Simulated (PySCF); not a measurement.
Trends in electronic spectra. Method used: PySCF, TDDFT B3LYP/def2-SVPD, vertical, gas phase, core orbitals frozen in the response. Geometries: GFN2-xTB; one conformer of each isolated species. Triplets are in the Tamm–Dancoff approximation. 'Strongest' means the level of largest summed f among the lowest 8 singlets; it needn't be the same kind of state in each. Ions are computed without counter-ions or solvent.

Problem. Rank by computed lowest singlet excitation energy, lowest first.
A. `C#Cc1cccnc1` (C7H5N)
B. `C#N` (HCN)
C. `N[C@]12C[C@](S)(C1)C2` (C5H9NS)
D. `C[n+]1coc(C(F)F)c1` ([C5H6F2NO]+)
E. `CC#CP(C)(C)=S` (C5H9PS)
F. `C(CC)#CC#CC#N` (C7H5N)

Solution. F (3.90 eV), A (4.47 eV), E (4.78 eV), C (5.37 eV), D (5.94 eV), B (8.04 eV).

| SMILES | S1 (eV) | strongest (eV) | T1 (eV) | LUMO (eV) | first f ≥ 0.01 (nm) | S1 mainly |
| --- | --- | --- | --- | --- | --- | --- |
| CCC#CC#CC#N | 3.90 | 6.55 | 3.18 | -2.25 | 189 | H→L (56%) |
| C#Cc1cccnc1 | 4.47 | 5.27 | 3.60 | -1.59 | 248 | H-1→L (99%) |
| CC#CP(C)(C)=S | 4.78 | 5.49 | 4.37 | -0.38 | 253 | H→L (97%) |
| N[C@]12C[C@](S)(C1)C2 | 5.37 | 7.17 | 5.00 | 0.04 | 231 | H→L (86%) |
| C[n+]1coc(C(F)F)c1 | 5.94 | 8.03 | 4.11 | -6.87 | 209 | H→L (95%) |
| C#N | 8.04 | 9.91 | 6.53 | -0.02 | 135 | H-1/H→L/L+1 (98%) |

H and L stand for HOMO and LUMO. A slash joins orbitals within 0.01 eV of each other, whose weights are summed (≥ marks a lower bound).

Mean S1 by what the SMILES shows (count): a double or triple bond but no aromatic ring 5.57 eV (3); an aromatic ring 5.20 eV (2).

- `CCC#CC#CC#N`: Löwdin shares by element: HOMO (one of a set within 0.03 eV) carbon 72% or more (atoms not listed hold the other 28%); LUMO (one of a set within 0.03 eV) carbon 52% or more, nitrogen 16% (atoms not listed hold the other 32%).
- `C#Cc1cccnc1`: Löwdin shares by element: HOMO carbon 68% or more (atoms not listed hold the other 32%); LUMO carbon 61% or more (atoms not listed hold the other 39%).
- `CC#CP(C)(C)=S`: Löwdin shares by element: HOMO sulfur 76%, phosphorus 14%, carbon 4% or more; LUMO carbon 47% or more, sulfur 16%, phosphorus 12% (atoms not listed hold the other 25%).
- `N[C@]12C[C@](S)(C1)C2`: Löwdin shares by element: HOMO sulfur 71%, carbon 14% or more, hydrogen 6% or more; LUMO sulfur 45%, hydrogen 17% or more, carbon 10% or more (atoms not listed hold the other 28%).
- `C[n+]1coc(C(F)F)c1`: Löwdin shares by element: HOMO carbon 71% or more, nitrogen 9% (atoms not listed hold the other 20%); LUMO carbon 44% or more, oxygen 22%, nitrogen 20%.
- `C#N`: Löwdin shares by element: HOMO (one of a set within 0.03 eV) nitrogen 52%, carbon 44%, hydrogen 4%; LUMO (one of a set within 0.03 eV) carbon 43%, nitrogen 41%, hydrogen 16%.
